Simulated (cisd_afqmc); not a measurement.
Input (AFQMC/CISD/aug-cc-pVQZ; cisd_afqmc is a phaseless AFQMC code with CISD trial states that reads the integrals written by Ansatz):

Ansatz 0.2 input:
```python
import cisd_afqmc

open("ham.yaml", "w").write("""\
crystal:
  periodic: [false, false, false]
  atoms:
    - {symbol: H, position_ang: [0.14656800, -1.12838982, 0.00000000]}
    - {symbol: F, position_ang: [0.00000000, 0.33042218, 0.00000000]}
    - {symbol: H, position_ang: [-0.14656800, -1.84540982, 0.00000000]}
basis:
  gaussian:
    orbitals: aug-cc-pVQZ
magnetization: {spin_polarized: true, initial_magnetization: 1}
correlation: {method: ccsd, electrons: outside_noble_gas, hamiltonian_folder: ham}
""")
rep = cisd_afqmc.ansatz("ham.yaml")
e_ccsd = rep["correlation"]["coupled_cluster"]["energy"]["hartree"]
out = cisd_afqmc.run("ham", e_ccsd, trial="CISD", walkers=2000, populations=1, threads=12, dt=0.005, steps=40, early=24, settle=10, least=100,
    cut=5e-5, rank_cut=2e-4, target=0.0004, seconds=1000, seed=4, memory=62639, gpu=True)
```

Output:

```
orbitals 171, occupied [5, 4], factors 856 of 1027, rank of the doubles 473 of 1498
E(HF) = -100.526599
E(CCSD) on the cut factors = -100.817427, shift to the whole factors -0.000001
Energy of the trial state on the determinant = -100.817364
  tau behind 7.2 of longer steps, mean of the populations' last blocks
   2.0  -100.82422
   4.0  -100.82414
   6.0  -100.82447
   8.0  -100.82429
  10.0  -100.82485
  12.0  -100.82422
  14.0  -100.82401
  16.0  -100.82491
  18.0  -100.82448
  20.0  -100.82422
  22.0  -100.82421
blocks 100 (0 outliers left out), error by blocks joined: 1: 0.00007, 2: 0.00008, 4: 0.00008, 8: 0.00009
E(AFQMC/CISD) = -100.82438 +/- 0.00009
```
